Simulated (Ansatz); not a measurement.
**Si2NH5 (triplet): relaxing a cheap start**

Where does this start of Si2NH5 (triplet) end when it is relaxed?

The runs use Ansatz 0.2.0, Gaussian basis; UKS PBE0/def2-SVP.

10 further runs of the same task are left out: 1 that didn't finish, 9 set aside as unsound or not needed.

**1. Where the work starts**

8 atoms, charge 0, spin multiplicity 3.

Atoms are counted from 1 here; the program's logs count them from 0.

Bond lengths: Si1–N2 1.633 Å, Si1–H4 1.530 Å, Si1–H5 1.511 Å, N2–Si3 1.714 Å, N2–H6 1.033 Å, Si3–H7 1.437 Å, Si3–H8 1.422 Å. Angles: N2–Si1–H4 108.4°, N2–Si1–H5 112.2°, H4–Si1–H5 107.0°, Si1–N2–Si3 110.7°, Si1–N2–H6 110.3°, Si3–N2–H6 109.5°, N2–Si3–H7 109.0°, N2–Si3–H8 109.2°, H7–Si3–H8 115.6°.

Geometry (Å):

```xyz
8

Si    0.2600    1.6098    0.4953
N     0.9060    0.1173    0.3463
Si   -0.2906   -1.0156   -0.1242
H    -0.1523    2.0984   -0.8948
H    -0.9853    1.6098    1.3516
H     1.6672    0.1244   -0.3527
H    -1.2131   -1.2000    0.9620
H    -0.8675   -0.6029   -1.3563
```

The start is a generated structure. Sticks and bond lists go by distance. 

**2. The run**

in.yaml

```yaml
crystal:
  periodic: [false, false, false]
  atoms:
    - {symbol: Si, position_ang: [0.260000, 1.609800, 0.495300]}
    - {symbol: N, position_ang: [0.906000, 0.117300, 0.346300]}
    - {symbol: Si, position_ang: [-0.290600, -1.015600, -0.124200]}
    - {symbol: H, position_ang: [-0.152300, 2.098400, -0.894800]}
    - {symbol: H, position_ang: [-0.985300, 1.609800, 1.351600]}
    - {symbol: H, position_ang: [1.667200, 0.124400, -0.352700]}
    - {symbol: H, position_ang: [-1.213100, -1.200000, 0.962000]}
    - {symbol: H, position_ang: [-0.867500, -0.602900, -1.356300]}
basis:
  gaussian: {orbitals: def2-SVP}
magnetization: {spin_polarized: true, initial_magnetization: 2}
hamiltonian: {xc: pbe0}
relax: {f_tol: 0.01, max_steps: 150}
```

Command:

```sh
ansatz run in.yaml --threads 1 --pin off --events-out ev --progress --plain --max-ram 24576MiB --backend cuda --devices 0, --max-vram 18GiB
```

**Question.** What will these runs give? Wanted: energy gained; shift from the start; total energy; dipole moment; ⟨S²⟩.

As calculated:

| quantity | value |
| --- | --- |
| steps | 13 |
| energy gained | 0.882 eV |
| shift from the start (rms) | 0.692 Å |
| total energy | -17310.2480 eV |
| dipole moment | 0.95 D |
| ⟨S²⟩ | 2.004 |

The bonds of the start are those of the end. Si1–N2 went from 1.633 to 1.751 Å. No vibrations were run, so this is a stationary point, not a proven minimum, and this spin need not be the ground state's.
